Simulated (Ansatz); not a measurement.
**BH$_{3}$⁺, doublet: stretch scan**

Starting geometry (PBE0/def2-TZVP stationary point for this spin, not checked as a minimum):

```
atom   x (Å)    y (Å)    z (Å)
   B  0.0000   0.0000   0.0681
   H  0.0000   0.7178  -0.9866
   H  0.0000   0.0000   1.2424
   H  0.0000  -0.7178  -0.9866
```

From there H2 moves along the line of the two atoms named below, all else staying in place; atoms are numbered as listed. Energies are in kcal/mol, counted from the starting geometry at the same level. Kohn–Sham curves are unrestricted where that lies lower.

Basis cc-pVDZ; Ansatz 0.2.0. Correlated methods freeze the noble-gas cores.

Full CI is exact within this basis and frozen core; it isn't the basis-set limit.

```json
{"distance B1-H2 (Å)": "1.020", "PBE0": "20.9"}
{"distance B1-H2 (Å)": "1.135", "PBE0": "5.4"}
{"distance B1-H2 (Å)": "1.276", "PBE0": "0.0"}
{"distance B1-H2 (Å)": "1.371", "PBE0": "1.0"}
{"distance B1-H2 (Å)": "1.592", "PBE0": "8.8"}
{"distance B1-H2 (Å)": "1.770", "PBE0": "15.8"}
{"distance B1-H2 (Å)": "2.000", "PBE0": "22.5"}
{"distance B1-H2 (Å)": "2.351", "PBE0": "28.1"}
{"distance B1-H2 (Å)": "2.801", "PBE0": "31.6"}
{"distance B1-H2 (Å)": "3.418", "PBE0": "34.1"}
{"distance B1-H2 (Å)": "4.270", "PBE0": "35.6"}
```

Problem. Estimate the full CI curve in cc-pVDZ from this one, knowing how PBE0 errs.

Solution. The computed full CI values, in kcal/mol from the starting point, and the error of PBE0 against them:
| distance B1-H2 (Å) | full CI | PBE0 less full CI |
| --- | --- | --- |
| 1.020 | 21.0 | -0.1 |
| 1.135 | 5.4 | 0.0 |
| 1.276 | 0.0 | 0.0 |
| 1.371 | 1.0 | 0.0 |
| 1.592 | 8.6 | 0.2 |
| 1.770 | 15.2 | 0.6 |
| 2.000 | 21.1 | 1.4 |
| 2.351 | 24.7 | 3.4 |
| 2.801 | 25.8 | 5.8 |
| 3.418 | 26.3 | 7.8 |
| 4.270 | 26.7 | 8.9 |

PBE0 at 4.270 Å lies 8.9 kcal/mol (33 %) above the reference in this basis.

In so small a basis the reference is far from its limit while semilocal and hybrid functionals are nearer theirs, so the functionals' errors here hold much of the reference's basis and frozen-core error, which can add to them or hide them.
